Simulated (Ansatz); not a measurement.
A calculation on fluorite CeO₂ returned lattice constant a 5.398 Å, bulk modulus 192 GPa.

For reference: lattice constant a 5.391 Å (measured, 0 K, extrapolated to 0 K; as tabulated in Stimac et al. (2024), arXiv:2411.06536); bulk modulus 220 ± 9 GPa (measured, room temperature, no zero-point or thermal correction, our sources range from 220 to 230; as tabulated in High Pressure Brillouin Spectroscopy and X-ray Diffraction of Cerium Dioxide …).

### Question
Which level of theory produced these numbers?
(A) rVV10 (Ansatz, an electronic-structure program)
(B) BLYP (Ansatz)
(C) PBEsol (Ansatz)
(D) PBE+SOC (Ansatz)

### Answer
C, PBEsol (Ansatz)

The others give: BLYP 5.536 Å, 161 GPa; PBE+SOC 5.463 Å, 174 GPa; rVV10 5.498 Å, 175 GPa.

Unless a cell is named, each level is at its own relaxed cell (BLYP 14.14, PBE+SOC 13.59, PBEsol 13.11, rVV10 13.85 Å³/atom).

The crystal itself was run without spin with BLYP, rVV10, PBEsol; a magnetic state was not tried in these runs.

Ansatz's density-functional and Hartree–Fock values are scalar-relativistic unless marked +SOC, with PAW data made under PBE.
